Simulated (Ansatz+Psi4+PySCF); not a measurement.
## singlet ClF: levels of theory in one basis

```yaml
atoms:
  - { symbol: F, position_ang: [0.0000, 0.0000, -1.2792] }
  - { symbol: Cl, position_ang: [0.0000, 0.0000, 0.6772] }
```

Basis set: cc-pVTZ on F; cc-pV(T+d)Z on Cl (spherical functions). Correlated methods keep 6 orbitals frozen. Charge 0, multiplicity 1.

Computed with Ansatz (development build ahead of 0.2.0) and Psi4 1.11; each method stands on the lowest determinant of its kind that the runs found.

```
     method  E − E(RHF) (eV)  <S²> of the determinant
        RHF             0.00                     0.00
    RHF-MP2           -12.65                        –
   RHF-CCSD           -13.14                        –
RHF-CCSD(T)           -13.74                        –
```

Caution: stretched shape with no unrestricted run beside it, a lower state can exist; unrestricted orbitals would lower the determinant.
